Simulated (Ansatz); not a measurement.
Results of r²SCAN+rVV10 (PAW; Ansatz, an electronic-structure program) for cubic perovskite BaTiO3 (cubic high-temperature phase).

Input:

Ansatz 0.2 input:
```yaml
crystal:
  lattice:
    - [3.9557521568, 0.0, 0.0]
    - [0.0, 3.9557521568, 0.0]
    - [0.0, 0.0, 3.9557521568]
  atoms:
    - { symbol: Ba, position: [0.0, 0.0, 0.0] }
    - { symbol: Ti, position: [0.5, 0.5, 0.5] }
    - { symbol: O, position: [0.5, 0.0, 0.5] }
    - { symbol: O, position: [0.0, 0.5, 0.5] }
    - { symbol: O, position: [0.5, 0.5, 0.0] }
basis:
  ecutwfc: 560
  ecutrho_ratio: 4
  xc_grid: 3
kpoints:
  mp_grid: { grid: [8, 8, 8] }
hamiltonian:
  xc: r2scan
  dispersion: rvv10
  pseudopotentials: { kind: paw }
scf:
  occupations: { method: fermi_dirac, width: 0.01 }
  convergence: { dr2_threshold: 0.0000000005 }
output:
  forces: true
  stress: true
  eigenvalues: true
```

Excerpt of the program's output:

```
Crystal: 5 atoms, lattice volume = 61.900 Å³
Basis set: ecut = 560 eV, 1863 PW (Γ), exchange–correlation on 96×96×96 points (27 copies of the dense FFT grid, shifted against one another)
Bands: 25, of which v1, the nominal top of the filled ones, is band 20 counted from 1 (19 counted from 0)
Symmetry: 48 space group operations
Space group: Pm-3m (ITA 221), of the structure as read, at distance tolerance 4.0e-5 Å
k-points: 35 of 512
Functional: x = r2scan, c = r2scan + rvv10(b = 11.95, C = 0.0093); τ floored in thin density (d = 2e-4 eV/Å³)
SCF iter   1: F=—  HF=-10180.108924 eV  |F-HF|=—  |Δ(HF+E_count)|=         —  Δρ=2.06e-2  dr2=3.28e-1  dr2_τ=2.40e-1
SCF iter   2: F=—  HF=-10180.228408 eV  |F-HF|=—  |Δ(HF+E_count)|=   1.19e-1  Δρ=9.88e-3  dr2=3.24e-2  dr2_τ=1.58e-2
  ...
SCF iter   8: F=—  HF=-10180.223217 eV  |F-HF|=—  |Δ(HF+E_count)|=   3.65e-9  Δρ=2.23e-6  dr2=2.65e-9  dr2_τ=8.56e-11
SCF iter   9: F=-10180.223217 eV  HF=-10180.223217 eV  |F-HF|=3.64e-12  |Δ(HF+E_count)|=  1.67e-10  Δρ=1.46e-7  dr2=1.20e-11  dr2_τ=1.19e-12
SCF 1 converged in 9 iterations: F = -10180.223217 eV  dr2 = 1.20e-11
SCF converged after 9 iterations
Free energy (F): -10180.223217 eV
Internal energy: -10180.223217 eV  (E = F + TS)
E sigma→0 (E₀):  -10180.223217 eV
Fermi energy:    11.604238 eV
--- Forces (eV/Å), atoms counted from 1 ---
  atom   1  Ba    -0.00000000     0.00000000     0.00000000
  atom   2  Ti     0.00000000    -0.00000000    -0.00000000
  atom   3  O     -0.00000000    -0.00000000     0.00000000
  atom   4  O      0.00000000     0.00000000     0.00000000
  atom   5  O      0.00000000    -0.00000000    -0.00000000
--- Stress (GPa, compression-positive) ---
        3.929226       0.000000      -0.000000
        0.000000       3.929226       0.000000
        0.000000       0.000000       3.929226
  P = ⅓ Tr σ = 3.9292 GPa (39.292 kbar)
```

The cell is one volume of an energy–volume scan, off the minimum.

The PAW data were made under PBE.

Note: held by symmetry at 0 K, a high-temperature phase can be a saddle point.

It cost around 6 core-seconds (rough) of CPU time.
